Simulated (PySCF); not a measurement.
Gas-phase reaction: SiHCl₂ = Si + H + Cl₂

Computed with PySCF (xtb for GFN2) and rigid-rotor harmonic-oscillator thermochemistry at 1 bar. † marks an energy on the PBE0/def2-TZVP geometry and frequencies; other levels use their own. 6-31G* has spherical d functions here. Open shells (unrestricted): SiHCl₂ (multiplicity 2), Si (multiplicity 3), H (multiplicity 2); the rest are closed-shell singlets. GFN2 has no spin-polarisation term. Spin-orbit splitting is ignored; it lowers the true energy and changes the entropy of Si. B3LYP is the form with VWN-RPA correlation. SiHCl₂: computed as isolated molecules; such fragments, hydroxides, amides, oligomers or adducts are transient or little studied in the gas.

B3LYP/6-31G* gives ΔH°(298 K) = 798 kJ.

Task: What do ωB97X-V/def2-TZVP†, GFN2-xTB, PBE0/def2-SVP† give?

Result: ωB97X-V/def2-TZVP†: 834 kJ; GFN2-xTB: 842 kJ; PBE0/def2-SVP†: 822 kJ. For scale, ΔH°(298 K) is 798 kJ at this level, 822 kJ at ωB97M-V/def2-TZVP†, and runs from 709 to 879 kJ over the 20 levels computed († marks an energy on the PBE0/def2-TZVP geometry).
